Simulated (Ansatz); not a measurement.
A nudged elastic band was laid between two geometries of CH5Al + H2 (9 atoms, charge 0, multiplicity 1).

These are results of Ansatz 0.2.0, RKS PBE/def2-SVP, not measurements.

```
movable images  : 5
climbing image  : yes
spring          : 5.0 eV/Å²
optimiser       : quadratic models (default)
start path      : through a guess of the saddle point
force threshold : 0.05 eV/Å
iteration limit : 60
end points      : relaxed
```

Image 0:

```xyz
9
Properties=species:S:1:pos:R:3
Al -0.011 -0.039 0.359
C 0.028 0.277 2.308
H -0.917 -0.003 2.819
H 0.868 -0.236 2.820
H 0.171 1.366 2.485
H 1.359 -0.210 -0.460
H -1.383 0.105 -0.461
H -0.294 -2.249 0.173
H -0.250 -2.153 0.943
```

Image 6:

```xyz
9
Properties=species:S:1:pos:R:3
Al -0.076 -0.563 -0.272
C -0.025 -0.164 2.465
H -0.962 0.037 3.013
H 0.825 -0.289 3.161
H 0.194 0.699 1.804
H 1.369 0.095 -0.484
H -1.397 0.333 -0.407
H -0.210 -2.161 -0.216
H -0.147 -1.130 1.922
```

**Question.** What changes between the two ends?

**Answer.** Bonds broken: Al1–C2, H8–H9. Bonds formed: Al1–H8, C2–H9. CH5Al + H2 becomes AlH3 + CH4.

**Question.** What energy profile does the band end with?

**Answer.** The forces met the threshold. The highest image is number 3 of 0 to 6, 82.7 kJ/mol above the first end and 110.5 kJ/mol above the last; the last end lies 27.7 kJ/mol below the first. A vibrational analysis at the climbing image gives one clearly imaginary mode, 1180i cm⁻¹: a first-order saddle point. The orbitals stay closed-shell, which can raise the energy where a bond breaks towards radicals; this wasn't checked here.

```json
{"image": "0", "path coordinate (Å)": "0.00", "energy (kJ/mol)": "0.0", "Al1–C2 (Å)": "1.97", "H8–H9 (Å)": "0.78", "Al1–H8 (Å)": "2.24"}
{"image": "1", "path coordinate (Å)": "0.48", "energy (kJ/mol)": "4.3", "Al1–C2 (Å)": "1.98", "H8–H9 (Å)": "0.78", "Al1–H8 (Å)": "2.17"}
{"image": "2", "path coordinate (Å)": "0.97", "energy (kJ/mol)": "33.5", "Al1–C2 (Å)": "2.02", "H8–H9 (Å)": "0.82", "Al1–H8 (Å)": "1.98"}
{"image": "3", "path coordinate (Å)": "1.45", "energy (kJ/mol)": "82.7", "Al1–C2 (Å)": "2.16", "H8–H9 (Å)": "1.08", "Al1–H8 (Å)": "1.76"}
{"image": "4", "path coordinate (Å)": "1.93", "energy (kJ/mol)": "19.0", "Al1–C2 (Å)": "2.39", "H8–H9 (Å)": "1.54", "Al1–H8 (Å)": "1.64"}
{"image": "5", "path coordinate (Å)": "2.40", "energy (kJ/mol)": "-21.1", "Al1–C2 (Å)": "2.64", "H8–H9 (Å)": "1.96", "Al1–H8 (Å)": "1.61"}
{"image": "6", "path coordinate (Å)": "2.87", "energy (kJ/mol)": "-27.7", "Al1–C2 (Å)": "2.77", "H8–H9 (Å)": "2.37", "Al1–H8 (Å)": "1.61"}
```

**Question.** What is the geometry of the highest image?

**Answer.** 
```xyz
9
Properties=species:S:1:pos:R:3:forces:R:3
Al -0.046 -0.282 0.074 0.00 -0.01 0.03
C -0.026 -0.072 2.225 0.02 -0.01 -0.03
H -0.986 -0.173 2.767 -0.01 0.00 -0.01
H 0.795 -0.492 2.840 0.00 0.00 0.00
H 0.186 1.018 2.139 -0.01 0.00 0.01
H 1.425 -0.051 -0.487 -0.01 -0.01 -0.01
H -1.454 0.200 -0.489 0.00 0.00 0.00
H -0.194 -1.972 0.529 0.01 0.02 0.02
H -0.128 -1.320 1.387 -0.01 0.01 -0.01
```

**Question.** What are the harmonic wavenumbers there?

**Answer.** 1180i, 77, 389, 429, 575, 666, 684, 699, 713, 1026, 1169, 1176, 1379, 1413, 1658, 1896, 1919, 1952, 2963, 3052, 3096 cm⁻¹.

Run time: 12 s on 2 threads of AMD EPYC 9R45 96-Core Processor (Zen 5) (shared host), peak memory 0.14 GiB.
